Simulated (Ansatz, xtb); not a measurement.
A ladder of methods for BSiH5 (SMILES B[SiH3])

BSiH5 has 7 atoms, charge 0, and is taken as a singlet. SMILES: `B[SiH3]`. The shape is that of a PBE0-D4/def2-TZVP optimisation.

Each level gives the vertical energy of the triplet above the singlet (eV). The values are calculated.

| level | kind | program | value (eV) |
| --- | --- | --- | --- |
| GFN2-xTB | semi-empirical | xtb | 2.80 |
| GFN0-xTB | semi-empirical | xtb | 2.54 |
| GFN1-xTB | semi-empirical | xtb | 2.69 |
| HF/STO-3G | Hartree–Fock | Ansatz | 4.79 |
| SVWN5/STO-3G | LDA | Ansatz | 4.64 |
| BLYP/STO-3G | GGA | Ansatz | ? |
| PBE/STO-3G | GGA | Ansatz | 4.58 |
| revPBE/STO-3G | GGA | Ansatz | 4.58 |
| r2SCAN/STO-3G | meta-GGA | Ansatz | 4.55 |
| B3LYP/STO-3G | global hybrid | Ansatz | 4.82 |

Task: Estimate what the levels marked ? give.

Result: As computed at these levels: BLYP/STO-3G: 4.67 eV. The values span 2.54 to 4.82 eV. The xTB rows lack spin polarisation, so open shells miss the exchange term that lowers them. All rows use very small basis sets, so even the best lies far from the true value.
